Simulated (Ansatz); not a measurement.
**C2H5Li (SMILES [Li][CH2]C): functionals against CCSD(T) at one geometry**

One table from this session's results is given with a row withheld; the runs are named, their logs left out.

The runs use Ansatz 0.2.0, Gaussian basis; single points in def2-TZVPP.

Correlated methods freeze the cores. The outer core shell of Li, Na, Mg and K is correlated.

**Starting geometry**

SMILES `[Li][CH2]C`, 8 atoms, charge 0, spin multiplicity 1.

Atoms are counted from 1 here; the program's logs count them from 0.

Bond lengths: Li1–C2 1.794 Å, C2–C3 1.570 Å, C2–H4 1.146 Å, C2–H5 1.130 Å, C3–H6 1.082 Å, C3–H7 1.177 Å, C3–H8 1.119 Å. Angles: Li1–C2–C3 111.6°, Li1–C2–H4 121.9°, Li1–C2–H5 121.2°, C3–C2–H4 104.4°, C3–C2–H5 97.6°, H4–C2–H5 96.3°, C2–C3–H6 111.5°, C2–C3–H7 110.4°, C2–C3–H8 106.2°, H6–C3–H7 103.9°, H6–C3–H8 116.6°, H7–C3–H8 108.2°.

As a file:

```csv
atom,x (Å),y (Å),z (Å)
Li1,-1.5511,1.5123,-0.3131
C2,-0.2488,0.3251,-0.6509
C3,0.2970,-0.3248,0.6699
H4,-0.4055,-0.5607,-1.3604
H5,0.7450,0.6524,-1.0778
H6,0.7544,0.4135,1.3159
H7,1.1749,-1.0697,0.4273
H8,-0.5517,-0.9126,1.1021
```

Set-up of the first run:

run/in.yaml

```yaml
crystal:
  periodic: [false, false, false]
  atoms:
    - {symbol: Li, position_ang: [-1.551100, 1.512300, -0.313100]}
    - {symbol: C, position_ang: [-0.248800, 0.325100, -0.650900]}
    - {symbol: C, position_ang: [0.297000, -0.324800, 0.669900]}
    - {symbol: H, position_ang: [-0.405500, -0.560700, -1.360400]}
    - {symbol: H, position_ang: [0.745000, 0.652400, -1.077800]}
    - {symbol: H, position_ang: [0.754400, 0.413500, 1.315900]}
    - {symbol: H, position_ang: [1.174900, -1.069700, 0.427300]}
    - {symbol: H, position_ang: [-0.551700, -0.912600, 1.102100]}
basis:
  gaussian: {orbitals: def2-TZVPP}
correlation: {method: ccsd_t}
output: {forces: true}
```

No record of the launch command was kept for these runs.

Among the steps run: CCSD(T)/def2-TZVPP; PBE0-D4/def2-TZVPP; wB97M-V/def2-TZVPP; r2SCAN-D4/def2-TZVPP; PBE-D4/def2-TZVPP; HSE06-D4/def2-TZVPP; wB97X-V/def2-TZVPP.

One table of the session follows, with a row left open; its other results are not shown here.

| method | RMS force component (eV/Å) | angle to CCSD(T) forces (°) | dipole (D) |
| --- | --- | --- | --- |
| CCSD(T) | 1.144 | reference | 5.57 |
| PBE0-D4 | ? | ? | ? |
| wB97M-V | 1.159 | 2.8 | 5.43 |
| r2SCAN-D4 | 1.111 | 2.3 | 5.52 |
| PBE-D4 | 1.042 | 5.2 | 5.29 |
| HSE06-D4 | 1.129 | 4.2 | 5.45 |
| wB97X-V | 1.156 | 2.4 | 5.50 |

Estimate the missing values for PBE0-D4.

The run gave: RMS force component (eV/Å): 1.132; angle to CCSD(T) forces (°): 4.2; dipole (D): 5.45. In the column «RMS force component (eV/Å)» it lies between HSE06-D4 (1.129) and CCSD(T) (1.144).
